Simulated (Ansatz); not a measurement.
**BCl: taking an electron away**

One table from this session's results is given with a row withheld; the runs are named, their logs left out.

Computed with Ansatz 0.2.0, Gaussian basis. Level: unrestricted cation, the program's frozen cores in correlated methods.

The runs, in order: UKS PBE-D4/def2-TZVPP; UKS r2SCAN-D4/def2-TZVPP; UKS PBE0-D4/def2-TZVPP; UKS B3LYP-D4/def2-TZVPP; UKS wB97X-V/def2-TZVPP; UKS wB97M-V/def2-TZVPP; UKS B2PLYP/def2-TZVPP; UHF-CCSD(T)/def2-TZVPP; UHF-CCSD(T)/def2-QZVPP; extrapolation to the limit; then −ε(HOMO) from the neutral's earlier runs with LDA (SPW92), PBE-D4, revPBE-D4, BLYP-D4, r2SCAN-D4, B97M-V, PBE0-D4, B3LYP-D4, r2SCANh-D4, r2SCAN0-D4, HSE06-D4, BHLYP-D4, CAM-B3LYP-D4, LC-ωPBE, ωB97X-V, ωB97M-V.

### Structure used throughout

An earlier PBE0-D4 in a triple-zeta def2 set relaxation fixed the geometry.

SMILES `[B]Cl`, 2 atoms, charge 0, spin multiplicity 1.

Atoms are counted from 1 here; the program's logs count them from 0.

Bond lengths: B1–Cl2 1.718 Å.

Set-up of the first run:

in.yaml

```yaml
crystal:
  periodic: [false, false, false]
  atoms:
    - {symbol: B, position_ang: [-0.000000, -0.000000, -0.069701]}
    - {symbol: Cl, position_ang: [0.000000, 0.000000, 1.648231]}
basis:
  gaussian: {orbitals: def2-TZVPP}
total_charge: 1
magnetization: {spin_polarized: true, initial_magnetization: 1}
hamiltonian: {xc: pbe, dispersion: d4}
```

On the command line:

```
ansatz run in.yaml --threads 2 --pin off --events-out ev --progress --plain --max-ram 22528MiB --backend cpu
```

Steps of the session up to this table: Cation, UKS PBE-D4/def2-TZVPP; Cation, UKS r2SCAN-D4/def2-TZVPP; Cation, UKS PBE0-D4/def2-TZVPP; Cation, UKS B3LYP-D4/def2-TZVPP; Cation, UKS wB97X-V/def2-TZVPP; Cation, UKS wB97M-V/def2-TZVPP; Cation, UKS B2PLYP (frozen core)/def2-TZVPP; Cation, UHF-CCSD(T)/def2-TZVPP; Cation, UHF-CCSD(T)/def2-QZVPP.

One of the session's tables, all rows but one given; the rest of the session is left out.

For comparison, −ε(HOMO) of the neutral from earlier runs:

```
  functional  −ε(HOMO) (eV)
 LDA (SPW92)           6.29
      PBE-D4              ?
   revPBE-D4           6.22
     BLYP-D4           6.13
   r2SCAN-D4           6.49
      B97M-V           6.56
     PBE0-D4           7.46
    B3LYP-D4           7.26
  r2SCANh-D4           6.93
  r2SCAN0-D4           7.61
    HSE06-D4           7.05
    BHLYP-D4           8.59
CAM-B3LYP-D4           8.86
     LC-ωPBE          10.25
     ωB97X-V           9.89
     ωB97M-V           9.68
```

Q: Estimate the row for PBE-D4 from the others.

As computed: −ε(HOMO) (eV): 6.24. In the column «−ε(HOMO) (eV)» it lies between revPBE-D4 (6.22) and LDA (SPW92) (6.29).
